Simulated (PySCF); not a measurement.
Species: C5H10S.
Bonds: S1–C2, C2–C3, C3–C4, C4–C5, C5–C6, C2–C6. Hydrogens: H7 on S1; H8 on C2; H9, H10 on C3; H11, H12 on C4; H13, H14 on C5; H15, H16 on C6.

The same species was optimised twice, with GFN2-xTB and with PBE0-D3(BJ)/def2-SVP (PySCF), and the same property calculations (PySCF, gas phase) were run on both structures.

| coordinate | GFN2-xTB | PBE0-D3(BJ)/def2-SVP | change |
| --- | --- | --- | --- |
| C4–C5 (Å) | 1.542 | 1.549 | +0.007 |
| C2–C6 (Å) | 1.524 | 1.529 | +0.005 |
| C2–C3 (Å) | 1.524 | 1.529 | +0.005 |
| S1–C2 (Å) | 1.835 | 1.831 | -0.004 |
| C3–C4 (Å) | 1.534 | 1.537 | +0.003 |
| C5–C6 (Å) | 1.534 | 1.537 | +0.003 |
| S1–C2–C6 (°) | 112.2 | 113.5 | +1.3 |
| S1–C2–C3 (°) | 112.1 | 113.4 | +1.3 |
| C3–C2–C6 (°) | 103.7 | 102.5 | -1.2 |
| C3–C4–C5 (°) | 106.2 | 105.8 | -0.4 |
| C4–C5–C6 (°) | 106.2 | 105.8 | -0.4 |
| C2–C6–C5 (°) | 104.9 | 104.5 | -0.4 |
| C2–C3–C4 (°) | 104.9 | 104.5 | -0.4 |

Rotational constants: A = 4639, B = 2231, C = 2010 MHz (GFN2-xTB) against A = 4597, B = 2215, C = 2008 MHz (PBE0-D3(BJ)/def2-SVP). Point groups within 0.08 Å: Cs and Cs.

On the GFN2-xTB structure: HOMO (eV) -6.67 [PBE0/pcSseg-1]; LUMO (eV) 0.66 [PBE0/pcSseg-1]; dipole (D) 1.97 [PBE0/pcSseg-1]; GIAO shielding of S1 (ppm) 544.8 [PBE0/pcSseg-1]; GIAO shielding of C2 (ppm) 138.8 [PBE0/pcSseg-1]; GIAO shielding of C3/C6 (mean) (ppm) 146.6 [PBE0/pcSseg-1]; GIAO shielding of C4/C5 (mean) (ppm) 164.0 [PBE0/pcSseg-1].

**Question.** What do these properties become on the PBE0-D3(BJ)/def2-SVP structure?

**Answer.** 
```
                                    property          level  on GFN2-xTB  on PBE0-D3(BJ)/def2-SVP  change
                                   HOMO (eV)  PBE0/pcSseg-1        -6.67                    -6.69   -0.02
                                   LUMO (eV)  PBE0/pcSseg-1         0.66                     0.61   -0.05
                                  dipole (D)  PBE0/pcSseg-1         1.97                     1.93   -0.04
energy, GFN2-xTB geometry as zero (kcal/mol)  PBE0/pcSseg-1          0.0                     -0.6    -0.6
                  GIAO shielding of S1 (ppm)  PBE0/pcSseg-1        544.8                    550.3    +5.5
                  GIAO shielding of C2 (ppm)  PBE0/pcSseg-1        138.8                    137.6    -1.2
        GIAO shielding of C3/C6 (mean) (ppm)  PBE0/pcSseg-1        146.6                    145.2    -1.4
        GIAO shielding of C4/C5 (mean) (ppm)  PBE0/pcSseg-1        164.0                    162.6    -1.4
```

The heavy atoms differ by 0.016 Å rms after alignment. Among bonds between heavy atoms C4–C5 changes most (+0.007 Å). Changes are differences of the printed values. Neither structure is proved a minimum here.
